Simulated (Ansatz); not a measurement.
**fcc Ni**

All values below come from r²SCAN (PAW; Ansatz, a program for electronic structure).

Numerical settings: plane-wave cutoff 500 eV, 4×4×4 k mesh, Fermi–Dirac smearing 0.1 eV, cell of 108 sites, scalar-relativistic PAW data made under PBE.

Cell: relaxed at this level.

For fcc Ni, the vacancy formation energy comes out as 1.53 eV and the vacancy formation energy before relaxation is 1.62 eV.

Measured, for comparison: vacancy formation energy 1.79 eV (not corrected to a static lattice, monovacancy; as tabulated in Nandi et al. (2010), arXiv:0904.3859). Computed (rounded) less measured: vacancy formation energy -0.26 eV.

Note: energies are extrapolated to zero smearing, and mesh and cell size move such values by some hundredths of an eV or more.

The computed numbers hold no vibrational or temperature effects.
